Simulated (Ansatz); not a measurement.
**Counterpoise correction, worked out**

The pair of H₂O (SMILES O, atoms 1–3) and H₂S (SMILES S, atoms 4–6), both closed shells, in one local arrangement (a lower one may exist), relaxed at PBE0-D4/def2-TZVP:

```csv
atom,x (Å),y (Å),z (Å)
O1,-0.1178,0.1684,-1.3829
H2,0.6300,0.5743,-1.8277
H3,-0.3276,-0.6158,-1.8955
S4,0.3492,-0.3897,2.0082
H5,0.1248,-0.1420,0.7013
H6,-0.6587,0.4049,2.3966
```

Computed with Ansatz 0.2.0 (basis: def2-TZVPPD); correlated methods freeze the cores.

CCSD(T) total energies in eV:

| system | geometry | basis functions | energy |
| --- | --- | --- | --- |
| pair | pair | all | -12932.97610 |
| H₂O | as in the pair | all (partner as ghosts) | -2077.34449 |
| H₂S | as in the pair | all (partner as ghosts) | -10855.53593 |
| H₂O | as in the pair | its own | -2077.33487 |
| H₂S | as in the pair | its own | -10855.52830 |
| H₂O | free (PBE0-D4 minimum) | its own | -2077.33568 |
| H₂S | free (PBE0-D4 minimum) | its own | -10855.52983 |

(1) Work out the interaction energy with and without the counterpoise correction, the superposition error, and the binding energy from the relaxed fragments.

No T1 diagnostic of these runs exceeds 0.011.

Results:

(1) Without correction: -12932.97610 − (-2077.33487) − (-10855.52830) = -0.11293 eV.
With correction (each fragment in the whole basis): -12932.97610 − (-2077.34449) − (-10855.53593) = -0.09568 eV = -2.21 kcal/mol.
The superposition error is the difference, 0.01725 eV, 15 % of the uncorrected value: each fragment borrows its partner's functions.
Deformation from the free shapes: 0.00081 eV for H₂O and 0.00153 eV for H₂S.
Binding energy from relaxed fragments: -0.09568 + 0.00081 + 0.00153 = -0.09334 eV = -2.15 kcal/mol (electronic, without zero-point energy; negative means bound). For comparison, the corrected interaction energy by CCSD(T) at an estimated basis limit (MP2 extrapolated from triple and quadruple zeta, plus CCSD(T) − MP2 in triple zeta) is -0.110 eV; triple zeta with the correction binds less.

For scale, one of the runs: CCSD(T)/def2-TZVPPD, 159 basis functions (an equivalent command: `ansatz run in.yaml --threads 2`). Hardware: 2 CPU threads, shared host. Wall time 8 s; peak host memory 1.2 GiB.
